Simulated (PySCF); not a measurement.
## Cl₂: energy against distance

Set-up: basis Cl 3-21G; no relativity; PySCF 2.14. Energies in eV from Cl + Cl in their ground configurations at the same level. State: ¹Σg⁺ (singlet), closed shell.

All columns are PBE0.

| R (Å) | E (eV) | HOMO (eV) | LUMO (eV) | Mayer bond order | ⟨S²⟩ |
| --- | --- | --- | --- | --- | --- |
| 1.903 | -0.538 | -8.78 | -2.70 | 0.85 | 0.00 |
| 1.992 | -1.112 | -8.97 | -3.55 | 0.90 | 0.00 |
| 2.080 | -1.431 | -9.13 | -4.28 | 0.94 | 0.00 |
| 2.147 | -1.544 | -9.23 | -4.75 | 0.95 | 0.00 |
| 2.213 | -1.574 | -9.32 | -5.17 | 0.97 | 0.00 |
| 2.279 | -1.540 | -9.39 | -5.54 | 0.98 | 0.00 |
| 2.368 | -1.420 | -9.48 | -5.97 | 0.99 | 0.00 |
| 2.479 | -1.191 | -9.57 | -6.43 | 0.99 | 0.00 |
| 2.611 | -0.853 | -9.66 | -6.87 | 1.00 | 0.00 |
| 2.788 | -0.369 | -9.74 | -7.33 | 1.00 | 0.00 |

3-21G is very small, so such numbers show the basis as much as the molecule.
